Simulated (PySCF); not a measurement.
## BO₂: fields on a plane

Level of theory: PySCF, UB3LYP, basis B def2-TZVP, O def2-TZVP (no relativity, density fitting).

The doublet minimum has B–O 1.261 Å (×2); O–B–O 180.0°.

The plane holds B1 at (0.00, 0.00), O2 at (1.26, 0.00), O3 at (-1.26, 0.00) Å. Columns run from x = -3.15 to 3.45 Å, rows from y = 2.25 (top) to -1.95 Å, in steps of 0.3 Å. Other isomers or separated fragments may lie lower.

Give the electron density (e/Å³) (cut at 5 e/Å³). Lower edges of the bins (e/Å³): '_' 0.000, '.' 0.030, ':' 0.076, '-' 0.151, '=' 0.268, '+' 0.455, '*' 0.750, '#' 1.218, '%' 1.960, '@' 3.136; top 5.00, each point printed twice.


```
______________________________________________
______________________________________________
______________________________________________
____________....................______________
________..::----::::::::::::----::..__________
______..--++++++++========++++++++--..________
____..::++##%%%%##**++++**##%%%%##++::..______
____..--**@@@@@@@@##@@@@##@@@@@@@@**--..______
____..--**@@@@@@@@##@@@@##@@@@@@@@**--..______
____..::++##%%%%##**++++**##%%%%##++::..______
______..--++++++++========++++++++--..________
________..::----::::::::::::----::..__________
____________....................______________
______________________________________________
______________________________________________
```

Give the electrostatic potential (V) (cut at 20 V). Lower edges of the bins (V): '_' -0.79, '.' -0.67, ':' -0.47, '-' -0.16, '=' 0.33, '+' 1.10, '*' 2.33, '#' 4.28, '%' 7.36, '@' 12.25; top 20.0, each point printed twice.


```
--------------================----------------
--------------================----------------
::::::::----====++++++++++++====----::::::::::
::::::::----==++++********++++==----::::::::::
::::..::--==++****########****++==--::..::::::
......::==##%%%%%%%%@@@@%%%%%%%%##==::......::
..____--**@@@@@@@@@@@@@@@@@@@@@@@@**--____..::
..____--%%@@@@@@@@@@@@@@@@@@@@@@@@%%--____..::
..____--%%@@@@@@@@@@@@@@@@@@@@@@@@%%--____..::
..____--**@@@@@@@@@@@@@@@@@@@@@@@@**--____..::
......::==##%%%%%%%%@@@@%%%%%%%%##==::......::
::::..::--==++****########****++==--::..::::::
::::::::----==++++********++++==----::::::::::
::::::::----====++++++++++++====----::::::::::
--------------================----------------
```
